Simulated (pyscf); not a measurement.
One four-centre exchange on the singlet surface with elements of a group swapped. ωB97M-D3(BJ)/def2-TZVP, eV, from the separated reactants. Single points on ωB97X-D3(BJ)/def2-SVP structures (PySCF, gas phase).

```
step                                                   barrier  reaction energy  imaginary mode (i cm⁻¹)
--------------------------------------------------  ----------  ---------------  -----------------------
`[PH3]` + `[OH][GeH3]` -> `[PH2][GeH3]` + `[OH2]`         1.80            +0.01                      588
`[AsH3]` + `[OH][GeH3]` → `[GeH3][AsH2]` + `[OH2]`  (withheld)       (withheld)                      514
```

### Question
What belongs in the gaps?

### Answer

- `[AsH3]` + `[OH][GeH3]` → `[GeH3][AsH2]` + `[OH2]`, barrier: 1.60
- `[AsH3]` + `[OH][GeH3]` → `[GeH3][AsH2]` + `[OH2]`, reaction energy: -0.13

Each row is the saddle that its search found. Elements up to Kr have no core potential and no relativistic terms here.
